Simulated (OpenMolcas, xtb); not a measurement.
# How methods differ on P2H4 (diphosphine)

The species is P2H4 (6 atoms), meant as a singlet with charge 0. As SMILES, `PP`. The coordinates come from a PBE0-D4/def2-TZVP relaxation. This is one conformer, not always the lowest.

```xyz
6

P     0.3651   -1.0488   -0.0823
P    -0.3652    1.0491    0.0781
H    -0.4970   -1.5216    0.9450
H    -0.5721   -1.3929   -1.0949
H     0.5028    1.5246   -0.9429
H     0.5664    1.3896    1.0970
```

Each level gives the vertical energy of the triplet above the singlet (eV). The values are calculated.

```json
{"level": "GFN0-xTB", "kind": "semi-empirical", "program": "xtb", "value (eV)": "3.92", "less FCI/STO-3G": "-2.59"}
{"level": "HF/STO-3G", "kind": "Hartree–Fock", "program": "OpenMolcas", "value (eV)": "6.04", "less FCI/STO-3G": "-0.47"}
{"level": "SVWN5/STO-3G", "kind": "LDA", "program": "OpenMolcas", "value (eV)": "6.28", "less FCI/STO-3G": "-0.23"}
{"level": "PBE/STO-3G", "kind": "GGA", "program": "OpenMolcas", "value (eV)": "6.22", "less FCI/STO-3G": "-0.29"}
{"level": "r2SCAN/STO-3G", "kind": "meta-GGA", "program": "OpenMolcas", "value (eV)": "6.28", "less FCI/STO-3G": "-0.23"}
{"level": "B3LYP/STO-3G", "kind": "global hybrid", "program": "OpenMolcas", "value (eV)": "6.26", "less FCI/STO-3G": "-0.25"}
{"level": "M06-2X/STO-3G", "kind": "hybrid meta-GGA", "program": "OpenMolcas", "value (eV)": "6.34", "less FCI/STO-3G": "-0.17"}
{"level": "CASSCF(2,2)/STO-3G", "kind": "multireference", "program": "OpenMolcas", "value (eV)": "6.58", "less FCI/STO-3G": "+0.07"}
{"level": "FCI/STO-3G, open shells restricted", "kind": "exact in the basis", "program": "OpenMolcas", "value (eV)": "6.51", "less FCI/STO-3G": "0.00"}
```

FCI/STO-3G, open shells restricted is exact within its basis and frozen core, so for wave-function methods in that basis the difference is their error; functionals converge differently with the basis, so for them it is only a difference. The values span 3.92 to 6.58 eV. The xTB rows lack spin polarisation, so open shells miss the exchange term that lowers them. A triplet this far above the singlet is often a Rydberg-like or dissociative state; sets without diffuse functions put Rydberg states too high. All rows use very small basis sets, so even the best lies far from the true value.
